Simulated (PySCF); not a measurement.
# Atomic charges by several schemes

Compound: C4H7OP.
Z-matrix (Å and degrees, GFN2-xTB geometry), rows numbered from 1:
```
C 
C   1  1.5272
C   2  1.4712  1  110.99
C   3  1.3451  2  142.64  1  -138.66
P   3  1.7901  2  149.26  1    48.31
O   5  1.4633  3  127.18  4  -106.89
H   1  1.0869  2  110.54  3  -176.95
H   1  1.0887  2  109.95  3   -56.88
H   1  1.0878  2  110.47  3    62.89
H   2  1.0950  1  109.18  3   119.32
H   2  1.0936  1  110.72  3  -121.83
H   4  1.0706  3  138.52  5   174.74
H   5  1.3828  3  111.98  4    98.25
```

Density: PBE0/pcSseg-1 (PySCF); schemes: Mulliken, IAO, Hirshfeld and ESP-fitted. Isolated species at its GFN2-xTB geometry (one conformer only).

Do the Mulliken, IAO, Hirshfeld and ESP-fitted schemes agree on where the charge is lowest?

All schemes agree: Mulliken O6 (-0.573); IAO O6 (-0.887); Hirshfeld O6 (-0.395); ESP-fitted O6 (-0.574).

For which atoms does the sign change between the 4 schemes (beyond +0.03 e in one, beyond −0.03 e in another)?

C2 and H13.

Which atoms carry the highest charge in the Mulliken, IAO, Hirshfeld and ESP-fitted schemes?

All schemes agree: Mulliken P5 (+0.816); IAO P5 (+1.342); Hirshfeld P5 (+0.360); ESP-fitted P5 (+0.693).

Give the atomic charges in each scheme.

In e:

```json
{"atom": "C1", "environment": "methyl carbon", "Mulliken": "-0.285", "IAO": "-0.413", "Hirshfeld": "-0.113", "ESP-fitted": "-0.302"}
{"atom": "C2", "environment": "allylic carbon", "Mulliken": "-0.172", "IAO": "-0.270", "Hirshfeld": "-0.059", "ESP-fitted": "+0.034"}
{"atom": "C3", "environment": "fully substituted alkene carbon", "Mulliken": "-0.270", "IAO": "-0.205", "Hirshfeld": "-0.017", "ESP-fitted": "-0.022"}
{"atom": "C4", "environment": "alkene CH carbon", "Mulliken": "-0.312", "IAO": "-0.417", "Hirshfeld": "-0.095", "ESP-fitted": "-0.416"}
{"atom": "P5", "environment": "phosphoryl phosphorus", "Mulliken": "+0.816", "IAO": "+1.342", "Hirshfeld": "+0.360", "ESP-fitted": "+0.693"}
{"atom": "O6", "environment": "phosphoryl oxygen", "Mulliken": "-0.573", "IAO": "-0.887", "Hirshfeld": "-0.395", "ESP-fitted": "-0.574"}
{"atom": "H7", "environment": "methyl hydrogen", "Mulliken": "+0.123", "IAO": "+0.148", "Hirshfeld": "+0.047", "ESP-fitted": "+0.097"}
{"atom": "H8", "environment": "methyl hydrogen", "Mulliken": "+0.123", "IAO": "+0.145", "Hirshfeld": "+0.043", "ESP-fitted": "+0.079"}
{"atom": "H9", "environment": "methyl hydrogen", "Mulliken": "+0.119", "IAO": "+0.143", "Hirshfeld": "+0.040", "ESP-fitted": "+0.079"}
{"atom": "H10", "environment": "methylene hydrogen", "Mulliken": "+0.157", "IAO": "+0.167", "Hirshfeld": "+0.058", "ESP-fitted": "+0.066"}
{"atom": "H11", "environment": "methylene hydrogen", "Mulliken": "+0.132", "IAO": "+0.151", "Hirshfeld": "+0.050", "ESP-fitted": "+0.058"}
{"atom": "H12", "environment": "vinylic hydrogen", "Mulliken": "+0.096", "IAO": "+0.170", "Hirshfeld": "+0.067", "ESP-fitted": "+0.225"}
{"atom": "H13", "environment": "P–H hydrogen", "Mulliken": "+0.046", "IAO": "-0.075", "Hirshfeld": "+0.015", "ESP-fitted": "-0.016"}
```

Mean size of the charges over all atoms: IAO 0.349 e, Mulliken 0.248 e, ESP-fitted 0.205 e, Hirshfeld 0.105 e. Each set sums to the total charge, 0, to within 0.001 e. The Hirshfeld scheme weights the molecular density at each point by an atom's share of the summed free-atom densities.

How closely do the schemes follow one another over all atoms?

Correlation coefficient and root-mean-square difference: Mulliken with IAO 0.99, 0.184 e; IAO with Hirshfeld 0.96, 0.346 e; IAO with ESP-fitted 0.95, 0.231 e; Mulliken with Hirshfeld 0.95, 0.182 e; Hirshfeld with ESP-fitted 0.94, 0.157 e; Mulliken with ESP-fitted 0.94, 0.114 e.

How many electrons does the Mulliken scheme count on P5?

Z − q = 15 − (+0.816) = 14.184.
